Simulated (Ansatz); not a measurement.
# C₄H₇Cl: a ladder of functionals and wavefunction methods

Aim: compute C₄H₇Cl with functionals from several rungs and with coupled cluster. The yardstick is the atomisation energy at the CCSD(T) limit.

Computed with Ansatz 0.2.0, Gaussian basis. Level: functionals in def2-TZVPP, the program's frozen cores in correlated methods.

Levels to be run: LDA (SPW92), PBE-D4, revPBE-D4, BLYP-D4, r2SCAN-D4, B97M-V, PBE0-D4, B3LYP-D4, r2SCANh-D4, r2SCAN0-D4, HSE06-D4, BHLYP-D4, CAM-B3LYP-D4, LC-ωPBE, ωB97X-V, ωB97M-V, B2PLYP, PBE-QIDH; CCSD(T)/def2-SVP; CCSD(T)/def2-TZVPP; MP2/def2-QZVPP; extrapolation to the limit; RPA on PBE.

### 1 Structure used throughout

All runs share one geometry, relaxed beforehand with PBE0-D4 in a triple-zeta def2 set.

SMILES `CC/C=C\Cl`, 12 atoms, charge 0, spin multiplicity 1.

Atoms are counted from 1 here; the program's logs count them from 0.

Bond lengths: C1–C2 1.525 Å, C1–H6 1.092 Å, C1–H7 1.092 Å, C1–H8 1.093 Å, C2–C3 1.488 Å, C2–H9 1.096 Å, C2–H10 1.092 Å, C3–C4 1.324 Å, C3–H11 1.088 Å, C4–Cl5 1.726 Å, C4–H12 1.082 Å. Angles: C2–C1–H6 110.8°, C2–C1–H7 110.9°, C2–C1–H8 111.3°, H6–C1–H7 108.1°, H6–C1–H8 107.8°, H7–C1–H8 107.8°, C1–C2–C3 112.1°, C1–C2–H9 109.1°, C1–C2–H10 110.2°, C3–C2–H9 108.7°, C3–C2–H10 109.8°, H9–C2–H10 106.8°, C2–C3–C4 127.6°, C2–C3–H11 116.9°, C4–C3–H11 115.4°, C3–C4–Cl5 124.3°, C3–C4–H12 123.1°, Cl5–C4–H12 112.7°.

### 2 LDA

This LDA is Slater exchange with PW92 correlation.

Contents of in.yaml:

```yaml
crystal:
  periodic: [false, false, false]
  atoms:
    - {symbol: C, position_ang: [-1.317426, -0.514490, -0.826155]}
    - {symbol: C, position_ang: [-0.404184, -0.495719, 0.395237]}
    - {symbol: C, position_ang: [0.963771, -0.012111, 0.063507]}
    - {symbol: C, position_ang: [1.579385, 1.059851, 0.538278]}
    - {symbol: Cl, position_ang: [0.895282, 2.140240, 1.697653]}
    - {symbol: H, position_ang: [-1.446653, 0.491816, -1.230209]}
    - {symbol: H, position_ang: [-2.303511, -0.906521, -0.568456]}
    - {symbol: H, position_ang: [-0.904710, -1.142083, -1.620319]}
    - {symbol: H, position_ang: [-0.328244, -1.510594, 0.803011]}
    - {symbol: H, position_ang: [-0.836426, 0.128120, 1.179916]}
    - {symbol: H, position_ang: [1.526778, -0.589221, -0.667499]}
    - {symbol: H, position_ang: [2.575958, 1.350719, 0.235026]}
basis:
  gaussian: {orbitals: def2-TZVPP}
hamiltonian: {xc: lda}
output: {orbitals: {seedname: orbitals}}
```

On the command line:

```bash
> ansatz run in.yaml --threads 4 --pin off --events-out ev --progress --plain --max-ram 10444MiB
```

Further steps of the session: PBE-D4 (GGA); revPBE-D4 (GGA); BLYP-D4 (GGA); r2SCAN-D4 (meta-GGA); B97M-V (meta-GGA); B3LYP-D4 (hybrid); r2SCANh-D4 (hybrid); r2SCAN0-D4 (hybrid); HSE06-D4 (hybrid); BHLYP-D4 (hybrid); CAM-B3LYP-D4 (range-separated); LC-ωPBE (range-separated); ωB97X-V (range-separated); ωB97M-V (range-separated); B2PLYP (double hybrid); PBE-QIDH (double hybrid); CCSD(T) in def2-SVP; CCSD(T) in def2-TZVPP; MP2 in def2-QZVPP; RPA on PBE orbitals.

Before running them: what should the planned runs give, taken together? Wanted: atomisation energy, CCSD(T)/CBS; farthest beyond LDA; mean size of error, GGA; mean size of error, meta-GGA; mean size of error, hybrid; mean size of error, range-separated; mean size of error, double hybrid; gap, smallest and largest; T1 diagnostic.

The runs gave:

| quantity | value |
| --- | --- |
| atomisation energy, CCSD(T)/CBS | 1134.0 kcal/mol |
| functionals within 5.7 kcal/mol (0.5 %) | revPBE-D4, BLYP-D4, r2SCAN-D4, B97M-V, B3LYP-D4, r2SCANh-D4, CAM-B3LYP-D4, LC-ωPBE, ωB97X-V, ωB97M-V, PBE-QIDH |
| farthest beyond LDA | PBE-D4 (+29.6 kcal/mol) |
| mean size of error, GGA | 11.8 kcal/mol |
| mean size of error, meta-GGA | 5.3 kcal/mol |
| mean size of error, hybrid | 10.5 kcal/mol |
| mean size of error, range-separated | 2.7 kcal/mol |
| mean size of error, double hybrid | 5.7 kcal/mol |
| gap, smallest and largest | 5.00 eV (LDA (SPW92)), 12.19 eV (LC-ωPBE) |
| T1 diagnostic | 0.0100 |
| triples share of the correlation energy | 4.2 % |

**Reading.** The LDA atomisation energy is off by 163.1 kcal/mol (14 %): it overbinds. PBE-D4 misses by +29.6 kcal/mol. Double hybrids carry the basis error of their MP2 part in triple zeta, and no dispersion term here, so their miss is partly the set-up's. The rungs range-separated, meta-GGA miss on average by less than the doubt on the reference (5.7 kcal/mol), so they tie. Misses under about 5.7 kcal/mol are within the doubt on the reference itself, which lacks core-valence correlation, relativity and higher excitations. Hartree-Fock recovers 75 % of the binding; the rest is correlation. CCSD(T) in def2-SVP is off by -44.9 kcal/mol, so the small basis spoils what the method gains. The gap grows from 5.0 to 12.2 eV across the functionals, mostly with the share of exact exchange.
